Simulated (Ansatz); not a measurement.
Input file:

```yaml
crystal:
  periodic: [false, false, false]
  atoms:
    - {symbol: Al, position_ang: [0.000000, 0.000000, 0.110806]}
    - {symbol: C, position_ang: [0.000000, 0.000000, -1.812723]}
    - {symbol: H, position_ang: [0.000000, 0.000000, 1.701917]}
basis:
  gaussian: {orbitals: 6-31G}
correlation: {method: fic_mrcisd_q, electrons: outside_noble_gas, active_space: {window: {electrons: 2, orbitals: 2}}}
```

```sh
$ ansatz run in.yaml --threads 1 --pin off --events-out ev --progress --plain --max-ram 2393MiB
```

Output:

```
297 factors; integrals over basis functions are off by at most 1.3e-4 eV
mean field evaluation 1: about -7620.2184 eV, gradient 1.1e1 eV
mean field evaluation 2: about -7620.2194 eV, gradient 1.1e1 eV
mean field evaluation 4: about -7620.8558 eV, gradient 1.8e0 eV
mean field evaluation 8: about -7620.8993 eV, gradient 8.8e-2 eV
mean field evaluation 16: about -7620.7285 eV, gradient 3.1e0 eV
mean field evaluation 32: about -7617.8516 eV, gradient 2.5e-3 eV
mean field evaluation 64: about -7606.9499 eV, gradient 1.3e1 eV
mean field -7620.89943144 eV, -280.0628884744 hartree, gradient 3.4e-6 eV, S^2 0.000000; 5 other end points of the search recorded, 0 dependent functions left out; unrestricted orbitals would lower it
reference -7620.89943144 eV, -280.0628884744 hartree; 10, 10 occupied and 14, 14 virtual orbitals, 297 factors
state -7621.75751303 eV, -280.0944223911 hartree
contracted CI cycle   1: correlation 0.00000000 eV, 0.0000000000 hartree, residual 1.06e1 eV
contracted CI cycle   2: correlation -2.59075938 eV, -0.0952086511 hartree, residual 2.66e0 eV
contracted CI cycle   3: correlation -2.79246272 eV, -0.1026211123 hartree, residual 9.76e-1 eV
...
contracted CI cycle   7: correlation -3.11953931 eV, -0.1146409550 hartree, residual 1.04e-1 eV
contracted CI cycle   8: correlation -3.11990396 eV, -0.1146543559 hartree, residual 5.49e-2 eV
contracted CI cycle   9: correlation -3.12003713 eV, -0.1146592497 hartree, residual 4.09e-2 eV
contracted CI cycle  10: correlation -3.12010724 eV, -0.1146618264 hartree, residual 3.25e-2 eV
contracted CI cycle  11: correlation -3.12015797 eV, -0.1146636904 hartree, residual 2.38e-2 eV
contracted CI cycle  12: correlation -3.12018476 eV, -0.1146646750 hartree, residual 1.65e-2 eV
contracted CI cycle  13: correlation -3.12019424 eV, -0.1146650234 hartree, residual 8.75e-3 eV
contracted CI cycle  14: correlation -3.12019672 eV, -0.1146651147 hartree, residual 4.45e-3 eV
contracted CI cycle  15: correlation -3.12019730 eV, -0.1146651357 hartree, residual 1.95e-3 eV
contracted CI cycle  16: correlation -3.12019742 eV, -0.1146651403 hartree, residual 9.03e-4 eV
state -7621.41556305 eV, -280.0818559612 hartree; corrected -7624.91052062 eV, -280.2102932827 hartree
state -7621.41556305 eV, -280.0818559612 hartree; corrected -7624.91052062 eV, -280.2102932827 hartree
the orbitals are reached from a further start. From the first start the search ends at -7621.75751295 eV, -280.0944223883 hartree
WARN: the results are in doubt because another end's mean lies 0.342 eV lower, and its corrected mean 0.027 eV higher
Total energy: -7624.91052062 eV, -280.2102932827 hartree
In doubt: another end's mean lies 0.342 eV lower, and its corrected mean 0.027 eV higher
```

Natural occupations: 1.9441 0.0559.

Ran on 1 thread of Arm Neoverse V2, shared host: 1.5 s wall, 0.07 GiB peak host memory.
